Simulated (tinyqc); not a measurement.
Worked calculation: G0W0 on RHF in the sto-3g basis, for H2O, spin multiplicity 1. One step of it, computed by the program tinyqc.

Problem. Screening: direct RPA. With D = e_a - e_i and K = (ia|jb): diagonalise D^(1/2) (D + 4K) D^(1/2) = Z w^2 Z^T; X + Y = D^(1/2) Z w^(-1/2), each column of Z with its largest component positive (the first on a tie); E_c = (sum w - tr (D + 2K)) / 2.

orbital energies (hartree): MO1 -20.282434, MO2 -1.192854, MO3 -0.504812, MO4 -0.440966, MO5 -0.393006, MO6 0.431060, MO7 0.501299

Two-electron integrals over orbitals (pq|rs), unique and non-zero (hartree):
```
(11|11) 4.747666    (21|11) -0.434583   (21|21) 0.062790    (22|11) 1.030057
(22|21) -0.016128   (22|22) 0.727633    (31|11) -0.008444   (31|21) 0.001114
(31|22) -0.000696   (31|31) 0.011020    (32|11) 0.006968    (32|21) -0.000443
(32|22) 0.000135    (32|31) 0.017010    (32|32) 0.124413    (33|11) 0.758122
(33|21) -0.005034   (33|22) 0.608510    (33|31) 0.000127    (33|32) -0.001017
(33|33) 0.582327    (41|11) 0.158704    (41|21) -0.021493   (41|22) 0.011263
(41|31) -0.000575   (41|32) -0.000044   (41|33) 0.005288    (41|41) 0.022244
(42|11) -0.154238   (42|21) 0.007679    (42|22) -0.034500   (42|31) -0.000020
(42|32) -0.001073   (42|33) 0.001660    (42|41) 0.017331    (42|42) 0.129030
(43|11) -0.007939   (43|21) 0.000268    (43|22) -0.003366   (43|31) -0.002554
(43|32) 0.027343    (43|33) -0.003847   (43|41) 0.000456    (43|42) 0.004735
(43|43) 0.060478    (44|11) 0.891177    (44|21) -0.010214   (44|22) 0.645849
(44|31) 0.000036    (44|32) 0.005496    (44|33) 0.553527    (44|41) -0.007199
(44|42) -0.082363   (44|43) -0.000890   (44|44) 0.658846    (51|51) 0.025933
(52|51) 0.033564    (52|52) 0.153156    (53|51) 0.000612    (53|52) 0.002273
(53|53) 0.026178    (54|51) -0.011388   (54|52) -0.043149   (54|53) -0.001052
(54|54) 0.044740    (55|11) 1.115366    (55|21) -0.012338   (55|22) 0.759216
(55|31) -0.000239   (55|32) 0.003695    (55|33) 0.595993    (55|41) 0.004500
(55|42) -0.084198   (55|43) -0.004544   (55|44) 0.665597    (55|55) 0.880159
(61|11) -0.174419   (61|21) 0.026798    (61|22) -0.001971   (61|31) 0.001265
(61|32) 0.001090    (61|33) 0.000917    (61|41) 0.004579    (61|42) 0.021059
(61|43) 0.000377    (61|44) -0.014013   (61|55) -0.004796   (61|61) 0.024247
(62|11) 0.242354    (62|21) -0.005545   (62|22) 0.123864    (62|31) 0.000709
(62|32) 0.004856    (62|33) 0.064950    (62|41) 0.018335    (62|42) 0.038498
(62|43) -0.002012   (62|44) 0.049023    (62|55) 0.129973    (62|61) 0.012477
(62|62) 0.093090    (63|11) 0.026037    (63|21) -0.000520   (63|22) 0.012854
(63|31) 0.002702    (63|32) -0.029457   (63|33) 0.009700    (63|41) 0.000200
(63|42) -0.005877   (63|43) -0.038923   (63|44) 0.004736    (63|55) 0.014767
(63|61) -0.000012   (63|62) 0.006632    (63|63) 0.070857    (64|11) 0.295173
(64|21) -0.004216   (64|22) 0.143275    (64|31) -0.000643   (64|32) -0.004894
(64|33) 0.054468    (64|41) 0.000012    (64|42) -0.060674   (64|43) -0.007373
(64|44) 0.130774    (64|55) 0.166234    (64|61) -0.003229   (64|62) 0.054253
(64|63) 0.014974    (64|64) 0.115750    (65|51) 0.011576    (65|52) 0.046176
(65|53) 0.002173    (65|54) 0.008790    (65|65) 0.033040    (66|11) 0.788494
(66|21) -0.007817   (66|22) 0.593052    (66|31) 0.000600    (66|32) 0.012604
(66|33) 0.542839    (66|41) 0.016051    (66|42) 0.039646    (66|43) 0.011780
(66|44) 0.546289    (66|55) 0.580460    (66|61) 0.009028    (66|62) 0.091199
(66|63) -0.007772   (66|64) 0.059171    (66|66) 0.582713    (71|11) 0.018407
(71|21) -0.002880   (71|22) 0.000041    (71|31) 0.013957    (71|32) 0.020849
(71|33) 0.000391    (71|41) 0.000173    (71|42) -0.001264   (71|43) -0.003303
(71|44) 0.001123    (71|55) 0.000496    (71|61) -0.000749   (71|62) 0.000633
(71|63) 0.002976    (71|64) -0.000502   (71|66) 0.000775    (71|71) 0.018014
(72|11) -0.026171   (72|21) 0.000561    (72|22) -0.013352   (72|31) 0.015162
(72|32) 0.058555    (72|33) -0.003859   (72|41) -0.001170   (72|42) -0.000531
(72|43) -0.029883   (72|44) -0.007860   (72|55) -0.013838   (72|61) 0.000649
(72|62) -0.002609   (72|63) 0.027312    (72|64) -0.006345   (72|66) -0.009578
(72|71) 0.018566    (72|72) 0.069626    (73|11) 0.372642    (73|21) -0.006893
(73|22) 0.172745    (73|31) 0.000070    (73|32) 0.009114    (73|33) 0.089565
(73|41) -0.000208   (73|42) -0.080238   (73|43) 0.001535    (73|44) 0.127859
(73|55) 0.206861    (73|61) -0.005341   (73|62) 0.061502    (73|63) 0.003666
(73|64) 0.112982    (73|66) 0.051275    (73|71) 0.000702    (73|72) -0.008669
(73|73) 0.166180    (74|11) -0.012521   (74|21) 0.000153    (74|22) -0.005279
(74|31) -0.007837   (74|32) -0.070446   (74|33) -0.000671   (74|41) -0.000336
(74|42) 0.000030    (74|43) -0.021185   (74|44) -0.008480   (74|55) -0.006866
(74|61) -0.000893   (74|62) -0.004668   (74|63) 0.056054    (74|64) 0.002981
(74|66) -0.014854   (74|71) -0.010053   (74|72) -0.015392   (74|73) -0.011970
(74|74) 0.073576    (75|51) -0.001215   (75|52) -0.004871   (75|53) 0.023715
(75|54) 0.000220    (75|65) -0.000879   (75|75) 0.024550    (76|11) 0.000580
(76|21) -0.000042   (76|22) -0.001382   (76|31) 0.006663    (76|32) 0.075784
(76|33) -0.001874   (76|41) -0.000998   (76|42) -0.003017   (76|43) 0.065699
(76|44) 0.005888    (76|55) 0.000494    (76|61) -0.000345   (76|62) -0.003401
(76|63) -0.059601   (76|64) -0.009059   (76|66) 0.015690    (76|71) 0.008409
(76|72) -0.004105   (76|73) 0.011034    (76|74) -0.060772   (76|76) 0.104995
(77|11) 0.809951    (77|21) -0.008344   (77|22) 0.596877    (77|31) -0.001569
(77|32) -0.014379   (77|33) 0.570935    (77|41) 0.003721    (77|42) -0.015814
(77|43) -0.012711   (77|44) 0.558201    (77|55) 0.594397    (77|61) -0.002677
(77|62) 0.055504    (77|63) 0.018349    (77|64) 0.053378    (77|66) 0.540586
(77|71) -0.001457   (77|72) -0.005408   (77|73) 0.086546    (77|74) 0.010583
(77|76) -0.017020   (77|77) 0.583115
```

Give: D^(1/2) (D + 4K) D^(1/2); excitation energies w; X + Y; RPA correlation energy.

Solution.

D^(1/2) (D + 4K) D^(1/2) (hartree^2), lower triangle:
```
          1>6       1>7      2>6      2>7     3>6      3>7     4>6     4>7
1>6  431.0578
1>7   -0.0622  433.4611
2>6    0.2895    0.0147   3.2418
2>7    0.0154    0.4407  -0.0173   3.3420
3>6   -0.0002    0.0525   0.0327   0.1376  1.1411
3>7   -0.0975    0.0128   0.3145  -0.0453  0.0142   1.6810
4>6   -0.0549   -0.0085   0.2582  -0.0309  0.0541   0.4233  1.1642
4>7   -0.0158   -0.1779  -0.0231  -0.0778  0.2106  -0.0466  0.0108  1.1652
5>6    0.0000    0.0000   0.0000   0.0000  0.0000   0.0000  0.0000  0.0000
5>7    0.0000    0.0000   0.0000   0.0000  0.0000   0.0000  0.0000  0.0000

         5>6     5>7
5>6   0.7880
5>7  -0.0030  0.8876
```

excitation energies w (hartree): 0.8876  0.9422  0.9565  0.9657  1.1701  1.3446  1.8240  1.8393  20.7619  20.8198

X + Y:
```
          1        2        3        4        5        6        7        8
1>6  0.0000   0.0000   0.0002   0.0001   0.0001   0.0017  -0.0015  -0.0013
1>7  0.0000   0.0000   0.0006   0.0012   0.0010  -0.0002  -0.0027   0.0023
2>6  0.0000   0.0000  -0.0329   0.0286  -0.0094  -0.2952   0.6283   0.6532
2>7  0.0000   0.0000   0.0425   0.0745  -0.0222   0.0293   0.6986  -0.6575
3>6  0.0000   0.0000  -0.3889  -0.6070   0.6067   0.0298   0.0401  -0.0191
3>7  0.0000   0.0000  -0.4147   0.2581  -0.0493   0.7343   0.0991   0.1308
4>6  0.0000   0.0000   0.7566  -0.3472   0.0865   0.3637   0.0668   0.0851
4>7  0.0000   0.0000   0.2272   0.6392   0.6512  -0.0300  -0.0216   0.0079
5>6  0.9631  -0.0283   0.0000   0.0000   0.0000   0.0000   0.0000   0.0000
5>7  0.0304   0.9738   0.0000   0.0000   0.0000   0.0000   0.0000   0.0000

          9       10
1>6  0.9985  -0.0258
1>7  0.0258   0.9988
2>6  0.0002   0.0000
2>7  0.0000   0.0003
3>6  0.0000   0.0000
3>7  0.0000   0.0000
4>6  0.0000   0.0000
4>7  0.0000  -0.0001
5>6  0.0000   0.0000
5>7  0.0000   0.0000
```

RPA correlation energy = -0.078054 hartree
